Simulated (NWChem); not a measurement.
# doublet [C2H3F3]+: levels of theory compared

Aim: a comparison of 5 runs (UB3LYP/def2-SVP, UBHLYP/def2-SVP, UCAM-B3LYP/def2-SVP, UM06-2X/def2-SVP, UPBE0/def2-SVP) of doublet [C2H3F3]+. 

The calculation is run with NWChem 7.3.0.

1 further run of the same task is left out (it didn't finish).

**1. Starting point**

[C2H3F3]+: 8 atoms, total charge +1, spin state doublet. As SMILES of the parent species, `FCC(F)F`. The coordinates come from a PBE0-D4/def2-TZVP relaxation. This is one conformer, not always the lowest. That shape belongs to the parent species and isn't relaxed for this state.

Bond lengths: F1–C2 1.372 Å, C2–C3 1.509 Å, C3–F4 1.352 Å, C3–F5 1.356 Å, C2–H6 1.093 Å, C2–H7 1.093 Å, C3–H8 1.095 Å. Some angles: F1–C2–C3 109.3°, C2–C3–F4 110.4°, C2–C3–F5 108.3°, F4–C3–F5 107.9°, F1–C2–H6 109.4°, F1–C2–H7 109.2°, C3–C2–H6 109.5°, C3–C2–H7 109.4°, C2–C3–H8 113.0°, F4–C3–H8 108.2°.

**2. The energy at UB3LYP/def2-SVP (run 1)**

m1.xyz reads:

```xyz
8
C2H3F3 B3LYP
F     -1.142800    -0.681000     1.163100
C     -0.188200     0.195100     0.711800
C      0.172900    -0.152400    -0.711300
F      0.824200    -1.335800    -0.756500
F      1.011700     0.803600    -1.182200
H      0.701700     0.118900     1.342500
H     -0.588500     1.211500     0.747300
H     -0.698800    -0.217000    -1.370500
```

m1.nw reads:

```
start m1
title "C2H3F3 B3LYP"
memory stack 880 mb heap 220 mb global 1100 mb
charge 1
geometry noautosym nocenter noautoz
 load format xyz m1.xyz
end
basis spherical bse
 * library def2-SVP
end
dft
 xc b3lyp
 mult 2
 grid xfine
 convergence energy 1e-08
 maxiter 100
 mulliken
 print medium
end
task dft energy
```

Command:

```
nwchem m1.nw > m1.out
```

Standard output:

```text
[...]
          Wavefunction type:  spin polarized.
          No. of atoms     :     8
          No. of electrons :    41
[...]
          Charge           :     1
          Spin multiplicity:     2
[...]
          AO basis - number of functions:    85
[...]
              XC Information
              --------------
                         B3LYP Method XC Potential
                     Hartree-Fock (Exact) Exchange  0.200
                        Slater Exchange Functional  0.800 local
                    Becke 1988 Exchange Functional  0.720 non-local
              Lee-Yang-Parr Correlation Functional  0.810
                  VWN I RPA Correlation Functional  0.190 local
[...]
 d= 0,ls=0.0,diis     1   -376.5109314038 -5.68D+02  1.38D-02  6.65D-01     3.4
[...]
 d= 0,ls=0.0,diis    17   -376.7964315027 -4.75D-09  3.43D-07  1.21D-09    56.1
[...]
         Total DFT energy =     -376.796431502708
      One electron energy =     -890.113802114858
           Coulomb energy =      364.862178648248
    Exchange-Corr. energy =      -42.904607483156
 Nuclear repulsion energy =      191.359799447058
[...]
      Total Density - Mulliken Population Analysis
     ---------------------------------------------
    Atom       Charge   Shell Charges
 -----------   ------   -------------------------------------------------------
    1 F    9     9.07   1.99  1.16  0.78  3.30  1.82  0.01
    2 C    6     5.74   1.99  0.97  0.11  2.04  0.57  0.07
    3 C    6     5.60   1.99  0.99  0.10  1.93  0.47  0.12
    4 F    9     9.04   1.99  1.16  0.77  3.31  1.80  0.01
    5 F    9     9.06   1.99  1.16  0.77  3.31  1.82  0.01
    6 H    1     0.83   0.71  0.10  0.02
    7 H    1     0.85   0.72  0.10  0.02
    8 H    1     0.81   0.70  0.09  0.02
[...]
      <S2> =      0.7524 (Exact =     0.7500)
[...]
```

Run time: 57 s. Hardware: 1 thread of Intel Xeon 6975P-C (Granite Rapids), shared host; peak memory 0.14 GiB.

**3. The energy at UBHLYP/def2-SVP (run 2)**

c2h3f3.nw reads:

```
START c2h3f3
TITLE "C2H3F3"
memory total 2200 mb
charge 1
GEOMETRY noautosym nocenter noautoz
 F       -1.142800      -0.681000       1.163100
 C       -0.188200       0.195100       0.711800
 C        0.172900      -0.152400      -0.711300
 F        0.824200      -1.335800      -0.756500
 F        1.011700       0.803600      -1.182200
 H        0.701700       0.118900       1.342500
 H       -0.588500       1.211500       0.747300
 H       -0.698800      -0.217000      -1.370500
END
BASIS "ao basis" spherical bse
 F library def2-SVP
 C library def2-SVP
 H library def2-SVP
END
DFT
 xc bhlyp
 mult 2
 grid xfine
 convergence energy 1e-08
 maxiter 100
 mulliken
 print medium
END
TASK dft energy
```

Command:

```
nwchem c2h3f3.nw > c2h3f3.out
```

Standard output:

```text
[...]
          Wavefunction type:  spin polarized.
          No. of atoms     :     8
          No. of electrons :    41
[...]
          Charge           :     1
          Spin multiplicity:     2
[...]
          AO basis - number of functions:    85
[...]
              XC Information
              --------------
                        BHLYP Method XC Functional
                     Hartree-Fock (Exact) Exchange  0.500
                        Slater Exchange Functional  0.500 local
                    Becke 1988 Exchange Functional  0.500 non-local
              Lee-Yang-Parr Correlation Functional  1.000
[...]
 d= 0,ls=0.0,diis     1   -376.3565168075 -5.68D+02  9.88D-03  6.13D-01     3.3
[...]
 d= 0,ls=0.0,diis    18   -376.6114788102 -4.27D-09  3.06D-07  6.94D-10    58.9
[...]
         Total DFT energy =     -376.611478810225
      One electron energy =     -890.009562326825
           Coulomb energy =      364.780270515874
    Exchange-Corr. energy =      -42.741986446331
 Nuclear repulsion energy =      191.359799447058
[...]
      Total Density - Mulliken Population Analysis
     ---------------------------------------------
    Atom       Charge   Shell Charges
 -----------   ------   -------------------------------------------------------
    1 F    9     9.12   1.99  1.16  0.79  3.30  1.88  0.01
    2 C    6     5.72   1.99  0.96  0.13  1.99  0.57  0.07
    3 C    6     5.52   1.99  0.98  0.10  1.88  0.44  0.13
    4 F    9     9.09   1.99  1.16  0.78  3.31  1.85  0.01
    5 F    9     9.11   1.99  1.16  0.78  3.31  1.87  0.01
    6 H    1     0.81   0.71  0.08  0.03
    7 H    1     0.83   0.72  0.09  0.03
    8 H    1     0.79   0.69  0.08  0.02
[...]
      <S2> =      0.7561 (Exact =     0.7500)
[...]
```

Run time: 60 s. Hardware: 1 thread of Intel Xeon 6975P-C (Granite Rapids), shared host; peak memory 0.14 GiB.

**4. The energy at UCAM-B3LYP/def2-SVP (run 3)**

sp.nw reads:

```
start sp
title "C2H3F3"
memory total 2200 mb
charge 1
geometry noautosym nocenter noautoz
F     -1.142800    -0.681000     1.163100
C     -0.188200     0.195100     0.711800
C      0.172900    -0.152400    -0.711300
F      0.824200    -1.335800    -0.756500
F      1.011700     0.803600    -1.182200
H      0.701700     0.118900     1.342500
H     -0.588500     1.211500     0.747300
H     -0.698800    -0.217000    -1.370500
end
basis spherical bse
F library def2-SVP
C library def2-SVP
H library def2-SVP
end
dft
xc xcamb88 1.00 lyp 0.81 vwn_5 0.19 hfexch 1.00
cam 0.33 cam_alpha 0.19 cam_beta 0.46
mult 2
grid xfine
convergence energy 1e-08
direct
iterations 100
mulliken
end
task dft energy
```

Command:

```
nwchem sp.nw > sp.out
```

Standard output:

```text
[...]
          Wavefunction type:  spin polarized.
          No. of atoms     :     8
          No. of electrons :    41
[...]
          Charge           :     1
          Spin multiplicity:     2
[...]
          AO basis - number of functions:    85
[...]
              XC Information
              --------------
                     Hartree-Fock (Exact) Exchange  1.000
                   CAM-Becke88 Exchange Functional  1.000
                      VWN V Correlation Functional  0.190 local
              Lee-Yang-Parr Correlation Functional  0.810
[...]
 d= 0,ls=0.0,diis     1   -376.3965994449 -5.68D+02  1.13D-02  6.70D-01     4.7
[...]
 d= 0,ls=0.0,diis    19   -376.6763362028 -5.30D-10  6.78D-08  3.46D-11    89.5
[...]
         Total DFT energy =     -376.676336202802
      One electron energy =     -890.041479245045
           Coulomb energy =      364.779752567409
    Exchange-Corr. energy =      -42.774408972223
 Nuclear repulsion energy =      191.359799447058
[...]
      Total Density - Mulliken Population Analysis
     ---------------------------------------------
    Atom       Charge   Shell Charges
 -----------   ------   -------------------------------------------------------
    1 F    9     9.08   1.99  1.15  0.78  3.31  1.84  0.01
    2 C    6     5.76   1.99  0.96  0.13  2.03  0.58  0.07
    3 C    6     5.62   1.99  0.98  0.11  1.93  0.48  0.13
    4 F    9     9.04   1.99  1.16  0.76  3.31  1.81  0.01
    5 F    9     9.06   1.99  1.16  0.77  3.31  1.82  0.01
    6 H    1     0.82   0.70  0.10  0.02
    7 H    1     0.84   0.71  0.10  0.02
    8 H    1     0.80   0.68  0.09  0.02
[...]
      <S2> =      0.7534 (Exact =     0.7500)
[...]
```

It took 90 s on 1 thread of Intel Xeon 6975P-C (Granite Rapids), shared host; peak memory 0.14 GiB.

Run 4 isn't shown in full; the table further down has it.

**5. The energy at UPBE0/def2-SVP (run 5)**

run.py reads:

```python
from ase import Atoms
from ase.calculators.nwchem import NWChem

mol = Atoms('FCCFFHHH', positions=[
    [-1.142800, -0.681000, 1.163100],
    [-0.188200, 0.195100, 0.711800],
    [0.172900, -0.152400, -0.711300],
    [0.824200, -1.335800, -0.756500],
    [1.011700, 0.803600, -1.182200],
    [0.701700, 0.118900, 1.342500],
    [-0.588500, 1.211500, 0.747300],
    [-0.698800, -0.217000, -1.370500],
])

calc = NWChem(
    label='c2h3f3',
    theory='dft',
    memory='2200 mb',
    basis='def2-SVP',
    basispar='spherical bse',
    charge=1,
    dft={'xc': 'pbe0', 'mult': '2', 'grid': 'xfine', 'convergence': 'energy 1e-08', 'iterations': '100', 'mulliken': None},
    task='energy',
)
mol.calc = calc

e = mol.get_potential_energy()
print(f"E = {e:.6f} eV")
```

Command:

```
export ASE_NWCHEM_COMMAND="nwchem PREFIX.nwi > PREFIX.nwo"
python run.py
```

Standard output:

```text
E = -10242.929590 eV
```

The calculator wrote c2h3f3.nwi:

```
title "c2h3f3"

permanent_dir c2h3f3

scratch_dir c2h3f3

start c2h3f3

geometry units angstrom nocenter noautosym noautoz
  F  -1.1428000000000000e+00 -6.8100000000000005e-01 1.1631000000000000e+00
  C  -1.8820000000000001e-01 1.9510000000000000e-01 7.1179999999999999e-01
  C  1.7290000000000000e-01 -1.5240000000000001e-01 -7.1130000000000004e-01
  F  8.2420000000000004e-01 -1.3358000000000001e+00 -7.5649999999999995e-01
  F  1.0117000000000000e+00 8.0359999999999998e-01 -1.1821999999999999e+00
  H  7.0169999999999999e-01 1.1890000000000001e-01 1.3425000000000000e+00
  H  -5.8850000000000002e-01 1.2115000000000000e+00 7.4729999999999996e-01
  H  -6.9879999999999998e-01 -2.1700000000000000e-01 -1.3705000000000001e+00
end

charge 1

memory 2200 mb

basis spherical bse noprint
   * library def2-SVP
end

dft
  xc pbe0
  mult 2
  grid xfine
  convergence energy 1e-08
  iterations 100
  mulliken
end

task dft energy
```

c2h3f3.nwo:

```text
Northwest Computational Chemistry Package (NWChem) 7.3.0
             --------------------------------------------------------

           Job information
           ---------------

    nwchem branch   = 7.3.0
    use scalapack   = T
    input           = c2h3f3.nwi
    prefix          = c2h3f3.
    data base       = c2h3f3/c2h3f3.db
    status          = startup
    nproc           =        1

           Memory information
           ------------------

[... 5 lines left out ...]
    hardfail = no
[... 38 lines left out ...]
            Nuclear Dipole moment (a.u.)
[... 86 lines left out ...]
          Convergence on density requested:  1.00D-05
[... 26 lines left out ...]
          Convergence aids based upon iterative change in
[... 31 lines left out ...]
 2-e energy   =     316.955416
[... 68 lines left out ...]
           Coulomb energy =      364.723302035099
[... 606 lines left out ...]
                     DFT Final Beta Molecular Orbital Analysis
[... 700 lines left out ...]
     Multipole analysis of the density
     ---------------------------------

     L   x y z        total         alpha         beta         nuclear
     -   - - -        -----         -----         ----         -------
     0   0 0 0      1.000000    -21.000000    -20.000000     42.000000

     1   1 0 0     -0.201036     -5.362998     -5.345859     10.507821
[... 8 lines of this table left out ...]
     2   0 0 2    -14.053841    -80.999393    -76.678696    143.624249

 Task  times  cpu:       56.5s     wall:       56.5s
 Total times  cpu:       56.5s     wall:       56.5s
```

Wall time 58 s (1 thread of Intel Xeon 6975P-C (Granite Rapids), shared host); peak memory 0.14 GiB.

**6. Overview of the runs**

| run | level | energy (Eh) | HOMO energy (eV) | LUMO energy (eV) | ⟨S²⟩ | wall time |
| --- | --- | --- | --- | --- | --- | --- |
| 1 | UB3LYP/def2-SVP | -376.796432 | -17.37 | -15.03 | 0.752 | 57 s |
| 2 | UBHLYP/def2-SVP | -376.611479 | -19.62 | -14.33 | 0.756 | 60 s |
| 3 | UCAM-B3LYP/def2-SVP | -376.676336 | -19.14 | -13.83 | 0.753 | 90 s |
| 4 | UM06-2X/def2-SVP | -376.638308 | -19.48 | -14.19 | 0.754 | 86 s |
| 5 | UPBE0/def2-SVP | -376.420723 | -17.68 | -14.87 | 0.753 | 58 s |

**7. Outcome**

| quantity | value |
| --- | --- |
| run 5: total energy | -376.42072 Eh |
| run 5: HOMO energy (highest over α and β) | -17.68 eV |
| run 5: LUMO energy (lowest over α and β) | -14.87 eV |
| run 5: ⟨S²⟩ | 0.753 |

What this shows: Totals of different functionals can't be ranked against each other. All runs together took 5.8 min, the longest 90 s.
